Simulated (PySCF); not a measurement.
Isomers of C5H10, mass 70.078 u with the commonest isotopes. Method: PySCF 2.14.0, PBE0-D3(BJ)/def2-TZVP geometry optimisation, gas phase. One conformer each, none proved a minimum here; rigid rotors.

**Question.** Order these by radius of gyration √(Σ m r²/M), largest first.
A. `CC=C(C)C` (2-methyl-2-butene)
B. `[CH2:1]1[CH2:2][CH2:3][CH2:4][CH2:5]1` with C5–C1–C2–C3 -38°, C1–C2–C3–C4 20°, C2–C3–C4–C5 5°, C3–C4–C5–C1 -29° (cyclopentane)
C. `[CH3:1]/[CH:2]=[CH:3]/[CH2:4][CH3:5]` with C2–C3–C4–C5 -119° (trans-2-pentene)

**Answer.** C (1.916 Å), A (1.688 Å), B (1.431 Å).

**Question.** Order these by rotational constant C, largest first.
A. `[CH3:1]/[CH:2]=[CH:3]/[CH2:4][CH3:5]` with C2–C3–C4–C5 -119°
B. `[CH2:1]1[CH2:2][CH2:3][CH2:4][CH2:5]1` with C5–C1–C2–C3 -38°, C1–C2–C3–C4 20°, C2–C3–C4–C5 5°, C3–C4–C5–C1 -29° (cyclopentane)
C. 2-methyl-2-butene (`C(=CC)(C)C`)

**Answer.** B (3796 MHz), C (2593 MHz), A (2054 MHz).

**Question.** Order these by rotational constant B, largest first.
A. `[CH2:1]1[CH2:2][CH2:3][CH2:4][CH2:5]1` with C5–C1–C2–C3 -38°, C1–C2–C3–C4 20°, C2–C3–C4–C5 5°, C3–C4–C5–C1 -29°
B. `CC=C(C)C` (2-methyl-2-butene)
C. `[CH3:1]/[CH:2]=[CH:3]/[CH2:4][CH3:5]` with C2–C3–C4–C5 -119°

**Answer.** A (6560 MHz), B (3555 MHz), C (2113 MHz).

```tsv
SMILES	point group	Ia (u·Å²)	Ib (u·Å²)	Ic (u·Å²)	κ	μa (D)	μb (D)	μc (D)
C/C=C/CC	C1	29.17	239.23	246.02	-0.99	0.02	0.03	0.03
C1CCCC1	near Cs	76.97	77.04	133.15	1.00	0.02	0.01	0.00
CC=C(C)C	Cs	62.08	142.16	194.93	-0.65	0.07	0.19	0.00
```
